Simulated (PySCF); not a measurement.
**H₆NPSi: spin-spin couplings and electronic excitations at several levels of theory, part 1 of 2**

Aim: compute the spin-spin couplings and electronic excitations of H₆NPSi (`N[SiH2]P`) at several levels, and see how far they spread and what each costs.

The runs use PySCF 2.14.0, with density-fitted response routines of our own; the level of theory stands in each step. All values are computed, except where a source is named. Atoms count from 0, in the outputs and in this text.

## 1. Starting geometry

9 atoms, charge 0, multiplicity 1; geometry from: PBE0-D3(BJ)/def2-SVP.

Bonds of the start (Å): N0–Si1 1.73, Si1–P2 2.26, N0–H3 1.01, N0–H4 1.01, Si1–H5 1.49, Si1–H6 1.50, P2–H7 1.43, P2–H8 1.43.

## 2. J couplings: B3LYP/def2-TZVP

What the job is given:

```
{"job": {"kind": "j", "xc": "B3LYP", "basis": "def2-TZVP"}, "charge": 0, "multiplicity": 1}
N     -1.422189     0.708969    -0.167298
Si    -0.215721    -0.402677     0.381843
P      1.630527    -0.002703    -0.861301
H     -1.637389     0.762953    -1.156875
H     -2.254376     0.862408     0.391347
H     -0.048003    -0.168931     1.848551
H     -0.500974    -1.867066     0.193201
H      2.413289    -0.988794    -0.185535
H      2.092819     1.078334    -0.051438
```

With the program's defaults for keys left out, this is: B3LYP/def2-TZVP indirect spin-spin coupling, non-relativistic, gas phase.

Run with:

```sh
> OMP_NUM_THREADS=1 python probes_run.py task.json out
```

One launch serves the whole session: the jobs run in the order shown.

What it wrote:

```text
coarse grid: 8032 points
cycle   1  E = -689.2852907128  dE = -4.132e-02  |g| = 4.658e-01  |ddm| = 2.055e+00
cycle   2  E = -689.2232827881  dE =  6.201e-02  |g| = 7.027e-01  |ddm| = 7.575e-01
cycle   3  E = -689.3297408889  dE = -1.065e-01  |g| = 5.455e-02  |ddm| = 4.993e-01
cycle   4  E = -689.3304609057  dE = -7.200e-04  |g| = 1.680e-02  |ddm| = 6.234e-02
cycle   5  E = -689.3305301847  dE = -6.928e-05  |g| = 4.264e-03  |ddm| = 2.032e-02
cycle   6  E = -689.3305344206  dE = -4.236e-06  |g| = 9.615e-04  |ddm| = 4.755e-03
final grid: 67080 points
cycle   7  E = -689.3220608306  dE = -1.085e-05  |g| = 4.308e-03  |ddm| = 1.188e-02
cycle   8  E = -689.3220552998  dE =  5.531e-06  |g| = 6.720e-03  |ddm| = 6.224e-03
cycle   9  E = -689.3220645236  dE = -9.224e-06  |g| = 2.667e-04  |ddm| = 3.872e-03
cycle  10  E = -689.3220645400  dE = -1.640e-08  |g| = 1.231e-04  |ddm| = 3.523e-04
cycle  11  E = -689.3220645448  dE = -4.713e-09  |g| = 1.824e-05  |ddm| = 1.316e-04
cycle  12  E = -689.3220645448  dE = -7.321e-11  |g| = 5.150e-06  |ddm| = 1.992e-05
converged SCF energy = -689.3220645448

Indirect spin-spin couplings (Hz)
  i      j    bonds     total        FC       PSO       DSO        SD
  0 N    1 Si   1      8.611    10.990    -2.713     0.028     0.306
  0 N    2 P    2    -20.069   -20.072     0.110     0.015    -0.122
  0 N    3 H    1    -73.162   -69.479    -3.147    -0.296    -0.241
  0 N    4 H    1    -73.220   -69.521    -3.167    -0.288    -0.244
  0 N    5 H    2     -9.056    -9.141    -0.036     0.104     0.018
  0 N    6 H    2     -1.084    -1.173    -0.072     0.168    -0.007
  0 N    7 H    3     -5.627    -5.751    -0.055     0.174     0.005
  0 N    8 H    3      0.561     0.553    -0.010     0.030    -0.013
  1 Si   2 P    1     13.087    14.054     8.492    -0.056    -9.403
  1 Si   3 H    2     -0.004    -0.773     0.473     0.366    -0.069
  1 Si   4 H    2     -0.803    -1.618     0.487     0.381    -0.053
  1 Si   5 H    1   -182.753  -182.986     0.760    -0.262    -0.264
  1 Si   6 H    1   -168.126  -168.463     0.852    -0.262    -0.253
  1 Si   7 H    2      3.931     3.755     0.239     0.014    -0.078
  1 Si   8 H    2      6.915     6.707     0.248     0.028    -0.068
  2 P    3 H    3     -0.162    -0.220     0.151    -0.053    -0.039
  2 P    4 H    3     16.818    17.055     0.414    -0.718     0.068
  2 P    5 H    2     -1.322    -0.395    -0.376    -0.424    -0.126
  2 P    6 H    2     40.358    40.850    -0.223    -0.258    -0.011
  2 P    7 H    1    152.620   144.838     7.581     0.345    -0.145
  2 P    8 H    1    149.134   141.774     7.195     0.349    -0.184
  3 H    4 H    2     -7.672    -8.782     5.456    -4.755     0.408
  3 H    5 H    3     10.299    11.268     2.051    -3.005    -0.015
  3 H    6 H    3     -1.625    -1.262     0.846    -1.219     0.009
  3 H    7 H    4     -0.812    -0.164     0.941    -1.586    -0.003
  3 H    8 H    4     -0.281    -0.033     0.568    -0.811    -0.005
  4 H    5 H    3      0.677     0.722     0.331    -0.401     0.025
  4 H    6 H    3     -2.021    -1.534     1.051    -1.538     0.001
  4 H    7 H    4      1.699     2.306     1.145    -1.757     0.004
  4 H    8 H    4     -0.876    -0.551     0.895    -1.211    -0.010
  5 H    6 H    2     15.405    16.103     0.902    -1.647     0.047
  5 H    7 H    3      0.828     0.874     0.112    -0.159     0.001
  5 H    8 H    3      6.287     6.113    -0.157     0.312     0.019
  6 H    7 H    3     -0.028    -0.207    -0.092     0.252     0.020
  6 H    8 H    3      7.085     7.967     1.086    -1.979     0.011
  7 H    8 H    2     -8.022    -8.084     1.030    -1.015     0.047
```

Wall time 16 s (1 thread of Arm Neoverse V1, shared host); peak memory 0.6 GiB.

This basis has no tight s functions, so the Fermi-contact terms are rough.

Couplings of 1 Hz or more over one to four bonds, nine at most for each number, with means over like pairs (isotopes 1H, 15N, 31P, 29Si):

```
  pair  bonds  J (Hz)  Fermi contact (Hz)
Si1–H5      1  -175.4              -175.7
 P2–H7      1   150.9               143.3
 N0–H3      1   -73.2               -69.5
Si1–P2      1    13.1                14.1
N0–Si1      1     8.6                11.0
 N0–P2      2   -20.1               -20.1
 P2–H5      2    19.5                20.2
 H5–H6      2    15.4                16.1
 H7–H8      2    -8.0                -8.1
 H3–H4      2    -7.7                -8.8
Si1–H7      2     5.4                 5.2
 N0–H5      2    -5.1                -5.2
 P2–H3      3     8.3                 8.4
 H5–H7      3     3.5                 3.7
 N0–H7      3    -2.5                -2.6
 H3–H5      3     1.8                 2.3
```

Means hide unlike values in this fixed geometry: P2–H5 from -1.3 to 40.4 Hz; N0–H5 from -9.1 to -1.1 Hz; P2–H3 from -0.2 to 16.8 Hz. They hold only if the pairs exchange fast.

Quadrupole couplings from the field gradients of the same density:

| atom | isotope | eQq/h (MHz) | η |
| --- | --- | --- | --- |
| N0 | 14N | -4.261 | 0.33 |

## 3. Spin-spin couplings: B3LYP/cc-pVTZ

Same as in step 2 but for these lines:

```diff
@@ -1,2 +1,2 @@
-{"job": {"kind": "j", "xc": "B3LYP", "basis": "def2-TZVP"}, "charge": 0, "multiplicity": 1}
+{"job": {"kind": "j", "xc": "B3LYP", "basis": "cc-pVTZ"}, "charge": 0, "multiplicity": 1}
 N     -1.422189     0.708969    -0.167298
```

Level: B3LYP/cc-pVTZ indirect spin-spin coupling, non-relativistic, gas phase.

What it wrote:

```text
coarse grid: 8032 points
cycle   1  E = -689.2731040801  dE = -3.201e-02  |g| = 4.661e-01  |ddm| = 5.201e+00
cycle   2  E = -689.2118046664  dE =  6.130e-02  |g| = 7.025e-01  |ddm| = 1.593e+00
cycle   3  E = -689.3179481117  dE = -1.061e-01  |g| = 5.205e-02  |ddm| = 9.685e-01
cycle   4  E = -689.3186261092  dE = -6.780e-04  |g| = 1.643e-02  |ddm| = 1.146e-01
cycle   5  E = -689.3186985470  dE = -7.244e-05  |g| = 3.939e-03  |ddm| = 3.415e-02
cycle   6  E = -689.3187030105  dE = -4.464e-06  |g| = 9.813e-04  |ddm| = 8.643e-03
final grid: 67080 points
cycle   7  E = -689.3250275472  dE = -1.521e-05  |g| = 4.367e-03  |ddm| = 3.823e-02
cycle   8  E = -689.3250220261  dE =  5.521e-06  |g| = 6.776e-03  |ddm| = 1.443e-02
cycle   9  E = -689.3250313311  dE = -9.305e-06  |g| = 2.640e-04  |ddm| = 8.780e-03
cycle  10  E = -689.3250313471  dE = -1.605e-08  |g| = 1.235e-04  |ddm| = 6.309e-04
cycle  11  E = -689.3250313521  dE = -4.987e-09  |g| = 1.988e-05  |ddm| = 2.369e-04
cycle  12  E = -689.3250313522  dE = -1.171e-10  |g| = 5.053e-06  |ddm| = 4.512e-05
converged SCF energy = -689.3250313522

Indirect spin-spin couplings (Hz)
  i      j    bonds     total        FC       PSO       DSO        SD
  0 N    1 Si   1      6.706     9.090    -2.693     0.028     0.282
  0 N    2 P    2    -18.662   -18.687     0.125     0.015    -0.115
  0 N    3 H    1    -65.913   -61.991    -3.259    -0.283    -0.379
  0 N    4 H    1    -66.128   -62.191    -3.278    -0.275    -0.384
  0 N    5 H    2     -7.942    -8.053    -0.009     0.104     0.016
  0 N    6 H    2     -0.623    -0.760    -0.039     0.168     0.008
  0 N    7 H    3     -5.154    -5.310    -0.024     0.174     0.006
  0 N    8 H    3      0.523     0.510    -0.002     0.030    -0.015
  1 Si   2 P    1     24.933    25.909     7.704    -0.057    -8.624
  1 Si   3 H    2     -0.335    -1.122     0.471     0.369    -0.053
  1 Si   4 H    2     -0.998    -1.754     0.412     0.384    -0.040
  1 Si   5 H    1   -170.208  -170.598     0.631    -0.257     0.015
  1 Si   6 H    1   -155.574  -156.075     0.743    -0.258     0.016
  1 Si   7 H    2      3.703     3.491     0.290     0.015    -0.092
  1 Si   8 H    2      6.722     6.440     0.333     0.028    -0.080
  2 P    3 H    3     -0.344    -0.158    -0.095    -0.054    -0.037
  2 P    4 H    3     17.647    18.033     0.273    -0.721     0.061
  2 P    5 H    2     -2.329    -1.241    -0.492    -0.425    -0.171
  2 P    6 H    2     42.255    42.973    -0.442    -0.258    -0.018
  2 P    7 H    1    125.995   117.820     8.715     0.332    -0.871
  2 P    8 H    1    121.506   113.693     8.388     0.335    -0.911
  3 H    4 H    2     -6.367    -7.869     5.915    -4.831     0.417
  3 H    5 H    3     10.270    11.326     1.982    -3.017    -0.020
  3 H    6 H    3     -1.682    -1.284     0.822    -1.227     0.008
  3 H    7 H    4     -0.997    -0.162     0.761    -1.591    -0.005
  3 H    8 H    4     -0.311    -0.032     0.539    -0.816    -0.002
  4 H    5 H    3      0.760     0.770     0.371    -0.409     0.028
  4 H    6 H    3     -2.118    -1.574     1.006    -1.548    -0.002
  4 H    7 H    4      1.593     2.318     1.034    -1.763     0.005
  4 H    8 H    4     -0.867    -0.551     0.912    -1.217    -0.011
  5 H    6 H    2     15.048    15.929     0.695    -1.656     0.080
  5 H    7 H    3      0.829     0.876     0.113    -0.161     0.002
  5 H    8 H    3      6.446     6.206    -0.092     0.310     0.021
  6 H    7 H    3      0.121    -0.121    -0.031     0.249     0.024
  6 H    8 H    3      6.895     8.059     0.808    -1.983     0.011
  7 H    8 H    2     -7.857    -7.967     1.046    -1.033     0.097
```

Run time: 23 s. Hardware: 1 thread of Arm Neoverse V1, shared host; peak memory 0.73 GiB.

This basis has no tight s functions, so the Fermi-contact terms are rough.

In short: J(Si1,H5) -162.9 Hz, J(P2,H7) 123.8 Hz, J(N0,H3) -66.0 Hz (means over like pairs).

## 4. Indirect couplings: B3LYP/6-31G*

Same as in step 3 but for these lines:

```diff
@@ -1,2 +1,2 @@
-{"job": {"kind": "j", "xc": "B3LYP", "basis": "cc-pVTZ"}, "charge": 0, "multiplicity": 1}
+{"job": {"kind": "j", "xc": "B3LYP", "basis": "6-31G*"}, "charge": 0, "multiplicity": 1}
 N     -1.422189     0.708969    -0.167298
```

Method: B3LYP/6-31G* indirect spin-spin coupling, non-relativistic, gas phase.

What it wrote:

```text
coarse grid: 8032 points
cycle   1  E = -689.2225798155  dE = -1.244e-02  |g| = 4.385e-01  |ddm| = 2.554e+00
cycle   2  E = -689.1693695802  dE =  5.321e-02  |g| = 6.476e-01  |ddm| = 1.004e+00
cycle   3  E = -689.2661581255  dE = -9.679e-02  |g| = 4.419e-02  |ddm| = 6.539e-01
cycle   4  E = -689.2667027568  dE = -5.446e-04  |g| = 1.366e-02  |ddm| = 7.953e-02
cycle   5  E = -689.2667708987  dE = -6.814e-05  |g| = 3.057e-03  |ddm| = 2.737e-02
cycle   6  E = -689.2667744918  dE = -3.593e-06  |g| = 4.700e-04  |ddm| = 5.648e-03
final grid: 67080 points
cycle   7  E = -689.2188511611  dE = -3.374e-06  |g| = 3.855e-03  |ddm| = 7.825e-03
cycle   8  E = -689.2188465863  dE =  4.575e-06  |g| = 5.982e-03  |ddm| = 8.228e-03
cycle   9  E = -689.2188544763  dE = -7.890e-06  |g| = 1.289e-04  |ddm| = 4.998e-03
cycle  10  E = -689.2188544820  dE = -5.680e-09  |g| = 4.608e-05  |ddm| = 2.972e-04
cycle  11  E = -689.2188544827  dE = -7.187e-10  |g| = 9.831e-06  |ddm| = 7.824e-05
converged SCF energy = -689.2188544827

Indirect spin-spin couplings (Hz)
  i      j    bonds     total        FC       PSO       DSO        SD
  0 N    1 Si   1     14.716    16.632    -2.182     0.029     0.236
  0 N    2 P    2    -15.618   -15.619     0.078     0.016    -0.093
  0 N    3 H    1    -74.369   -71.082    -2.639    -0.329    -0.318
  0 N    4 H    1    -74.382   -71.073    -2.664    -0.322    -0.322
  0 N    5 H    2     -7.298    -7.428     0.012     0.101     0.016
  0 N    6 H    2     -1.704    -1.828    -0.031     0.165    -0.010
  0 N    7 H    3     -4.740    -4.904    -0.014     0.173     0.006
  0 N    8 H    3      0.423     0.406     0.001     0.030    -0.013
  1 Si   2 P    1     -2.931    -1.803     7.062    -0.056    -8.134
  1 Si   3 H    2     -0.668    -1.567     0.631     0.359    -0.092
  1 Si   4 H    2     -1.026    -1.978     0.649     0.374    -0.072
  1 Si   5 H    1   -193.654  -193.882     0.913    -0.286    -0.399
  1 Si   6 H    1   -177.147  -177.340     0.864    -0.286    -0.385
  1 Si   7 H    2      4.208     4.219     0.018     0.009    -0.038
  1 Si   8 H    2      7.075     6.921     0.159     0.023    -0.029
  2 P    3 H    3      0.295     0.078     0.327    -0.051    -0.059
  2 P    4 H    3     15.866    16.170     0.324    -0.715     0.087
  2 P    5 H    2     -1.676    -0.726    -0.458    -0.416    -0.075
  2 P    6 H    2     37.456    37.936    -0.210    -0.251    -0.019
  2 P    7 H    1    173.163   167.625     4.663     0.405     0.470
  2 P    8 H    1    170.507   165.374     4.282     0.409     0.442
  3 H    4 H    2     -7.976    -7.672     3.920    -4.641     0.416
  3 H    5 H    3     10.229    11.935     1.289    -2.975    -0.020
  3 H    6 H    3     -2.247    -1.489     0.424    -1.195     0.012
  3 H    7 H    4     -1.263    -0.116     0.427    -1.570    -0.004
  3 H    8 H    4     -0.533    -0.032     0.296    -0.795    -0.002
  4 H    5 H    3      0.560     0.806     0.095    -0.374     0.034
  4 H    6 H    3     -2.803    -1.843     0.554    -1.514    -0.000
  4 H    7 H    4      1.370     2.461     0.650    -1.743     0.002
  4 H    8 H    4     -1.178    -0.578     0.605    -1.198    -0.006
  5 H    6 H    2     15.464    16.824     0.189    -1.583     0.034
  5 H    7 H    3      0.743     0.894    -0.025    -0.137     0.011
  5 H    8 H    3      6.491     6.273    -0.143     0.330     0.031
  6 H    7 H    3      0.124    -0.071    -0.117     0.274     0.037
  6 H    8 H    3      6.442     8.000     0.392    -1.952     0.001
  7 H    8 H    2    -11.806   -11.323     0.338    -0.933     0.112
```

Wall time 6 s (1 thread of Arm Neoverse V1, shared host); peak memory 0.46 GiB.

The basis is not made for couplings: without tight functions at the nuclei these values are rough.

This run: J(Si1,H5) -185.4 Hz, J(P2,H7) 171.8 Hz, J(N0,H3) -74.4 Hz (means over like pairs).

## 5. Ultraviolet spectrum: HF/def2-SVPD

Same as in step 4 but for these lines:

```diff
@@ -1,2 +1,2 @@
-{"job": {"kind": "j", "xc": "B3LYP", "basis": "6-31G*"}, "charge": 0, "multiplicity": 1}
+{"job": {"kind": "uv", "xc": "HF", "basis": "def2-SVPD", "ip": true}, "charge": 0, "multiplicity": 1}
 N     -1.422189     0.708969    -0.167298
```

Level: TDDFT HF/def2-SVPD, vertical, gas phase, core orbitals frozen in the response.

What it wrote:

```text
final grid: 67080 points
cycle   1  E = -687.3692545647  dE = -1.234e-01  |g| = 3.016e-01  |ddm| = 2.982e+00
cycle   2  E = -687.4041310895  dE = -3.488e-02  |g| = 9.846e-02  |ddm| = 6.364e-01
cycle   3  E = -687.4077663711  dE = -3.635e-03  |g| = 4.404e-02  |ddm| = 2.187e-01
cycle   4  E = -687.4085105867  dE = -7.442e-04  |g| = 9.241e-03  |ddm| = 1.081e-01
cycle   5  E = -687.4085631788  dE = -5.259e-05  |g| = 2.551e-03  |ddm| = 2.646e-02
cycle   6  E = -687.4085695603  dE = -6.382e-06  |g| = 6.725e-04  |ddm| = 1.053e-02
cycle   7  E = -687.4085700144  dE = -4.541e-07  |g| = 1.741e-04  |ddm| = 2.479e-03
cycle   8  E = -687.4085700429  dE = -2.859e-08  |g| = 3.429e-05  |ddm| = 7.620e-04
cycle   9  E = -687.4085700442  dE = -1.244e-09  |g| = 9.152e-06  |ddm| = 1.481e-04
cycle  10  E = -687.4085700443  dE = -8.413e-11  |g| = 2.178e-06  |ddm| = 3.722e-05
converged SCF energy = -687.4085700443

Static polarisability (au): isotropic 61.357, principal 54.559 57.960 71.552

Singlet excitations
state   eV       nm        f      main configurations
  1   6.9216    179.1   0.02929   H->L+3 0.42, H->L+1 0.15, H->L+2 0.12
  2   7.1768    172.8   0.04968   H->L 0.57, H->L+4 0.13, H->L+1 0.10
  3   7.5211    164.8   0.02338   H-1->L 0.45, H->L+1 0.16
  4   7.8142    158.7   0.44469   H->L+1 0.37, H->L+3 0.28, H->L+4 0.08
  5   8.2548    150.2   0.00142   H->L+2 0.43, H->L+7 0.10, H-1->L 0.09
  6   8.6678    143.0   0.03589   H-1->L+1 0.47, H-1->L+3 0.10
  7   8.8559    140.0   0.08460   H->L+5 0.22, H-1->L+2 0.14, H-2->L 0.14
  8   9.0046    137.7   0.08060   H->L+5 0.40, H->L+7 0.10
  9   9.0556    136.9   0.06295   H-1->L+2 0.24, H-1->L+3 0.15, H-1->L+1 0.12
 10   9.2429    134.1   0.01862   H-1->L+4 0.27, H-1->L+3 0.09, H-1->L+6 0.09

Triplet excitations (Tamm-Dancoff, eV): 5.5902 5.6078 6.8721 6.9632
Vertical ionisation energy (delta-SCF) = 8.5914 eV
```

Wall time 4.2 s (1 thread of Arm Neoverse V1, shared host); peak memory 0.46 GiB.

The orbitals next to the gap, with their largest atomic shares:

```
orbital      eV                       atoms
 HOMO−3  -13.22  Si1 28 %, H5 20 %, P2 13 %
 HOMO−2  -12.36  P2 36 %, N0 22 %, Si1 19 %
 HOMO−1  -10.96  N0 41 %, Si1 17 %, P2 14 %
   HOMO   -9.82   P2 64 %, Si1 15 %, H8 6 %
   LUMO    2.32   Si1 50 %, H4 10 %, P2 9 %
 LUMO+1    3.15  P2 32 %, Si1 21 %, H8 11 %
 LUMO+2    3.43  Si1 31 %, H6 14 %, P2 13 %
```

With each of the 10 states as a Gaussian band of 0.4 eV half-width at 1/e, the curve within the window shown has maxima at 159 nm (ε 19,000), 139 nm (ε 10,000) L/(mol cm). Beyond the last state computed it falls off for lack of states. The curve at chosen wavelengths:

nm, ε (L/mol/cm) and a bar:
```
      130       1732 ###
      133       4976 ########
      135       7633 ############
      138      10074 ################
      141       9115 ##############
      143       7224 ###########
      146       4796 #######
      148       4624 #######
      151       7466 ############
      154      12972 #####################
      156      16463 ##########################
      159      18784 ##############################
      162      16797 ###########################
      164      13979 ######################
      167       9570 ###############
      170       6395 ##########
      172       5079 ########
      175       3872 ######
      178       3049 #####
      180       2553 ####
      183       1839 ###
      185       1406 ##
      188        869 #
      191        489 #
      193        317 
      196        154
```

Further results of this job:

```csv
property,computed
dipole moment (D),1.36
polarisability (Å³),9.09
HOMO–LUMO gap (eV),12.14
−ε(HOMO) (eV),9.82
```

## 6. Excited states and response: LDA/def2-SVPD

Same as in step 5 but for these lines:

```diff
@@ -1,2 +1,2 @@
-{"job": {"kind": "uv", "xc": "HF", "basis": "def2-SVPD", "ip": true}, "charge": 0, "multiplicity": 1}
+{"job": {"kind": "uv", "xc": "LDA", "basis": "def2-SVPD", "ip": true}, "charge": 0, "multiplicity": 1}
 N     -1.422189     0.708969    -0.167298
```

Method: TDDFT LDA/def2-SVPD, vertical, gas phase, core orbitals frozen in the response.

What it wrote:

```text
coarse grid: 8032 points
cycle   1  E = -685.9482787800  dE = -1.589e-02  |g| = 4.855e-01  |ddm| = 3.276e+00
cycle   2  E = -685.7687970820  dE =  1.795e-01  |g| = 9.897e-01  |ddm| = 1.669e+00
cycle   3  E = -686.0014710449  dE = -2.327e-01  |g| = 8.654e-02  |ddm| = 1.065e+00
cycle   4  E = -686.0038117032  dE = -2.341e-03  |g| = 3.073e-02  |ddm| = 2.017e-01
cycle   5  E = -686.0041161938  dE = -3.045e-04  |g| = 8.091e-03  |ddm| = 6.972e-02
cycle   6  E = -686.0041423235  dE = -2.613e-05  |g| = 2.188e-03  |ddm| = 1.864e-02
cycle   7  E = -686.0041441257  dE = -1.802e-06  |g| = 5.323e-04  |ddm| = 4.646e-03
final grid: 67080 points
cycle   8  E = -686.0865347051  dE = -1.027e-05  |g| = 3.211e-03  |ddm| = 3.564e-02
cycle   9  E = -686.0865276226  dE =  7.083e-06  |g| = 6.437e-03  |ddm| = 9.350e-03
cycle  10  E = -686.0865369514  dE = -9.329e-06  |g| = 3.914e-04  |ddm| = 6.971e-03
cycle  11  E = -686.0865369926  dE = -4.127e-08  |g| = 1.589e-04  |ddm| = 9.044e-04
cycle  12  E = -686.0865370037  dE = -1.109e-08  |g| = 1.773e-05  |ddm| = 3.166e-04
cycle  13  E = -686.0865370038  dE = -1.144e-10  |g| = 7.800e-06  |ddm| = 4.390e-05
converged SCF energy = -686.0865370038

Static polarisability (au): isotropic 69.371, principal 60.329 65.220 82.563

Singlet excitations
state   eV       nm        f      main configurations
  1   5.3971    229.7   0.00481   H->L 0.93
  2   5.7361    216.1   0.00463   H->L+1 0.96
  3   5.8198    213.0   0.02488   H-1->L 0.79, H->L+3 0.12
  4   6.1160    202.7   0.02538   H->L+2 0.89
  5   6.2197    199.3   0.01650   H-1->L+1 0.79, H-1->L+2 0.09
  6   6.2889    197.1   0.08557   H->L+3 0.75, H-1->L+3 0.14
  7   6.5410    189.5   0.01612   H-1->L+2 0.74, H-1->L+3 0.15
  8   6.7165    184.6   0.13291   H-1->L+3 0.63, H-1->L+2 0.11
  9   7.1612    173.1   0.03723   H->L+4 0.86
 10   7.2489    171.0   0.00374   H->L+6 0.59, H-2->L 0.36

Triplet excitations (Tamm-Dancoff, eV): 5.1056 5.4312 5.5460 5.7943
Vertical ionisation energy (delta-SCF) = 9.0573 eV
```

Wall time 17 s (1 thread of Arm Neoverse V1, shared host); peak memory 0.46 GiB.

In short: HOMO -6.12 eV, LUMO -0.85 eV; lowest singlet 5.40 eV.

(Continued in part 2 of 2.)
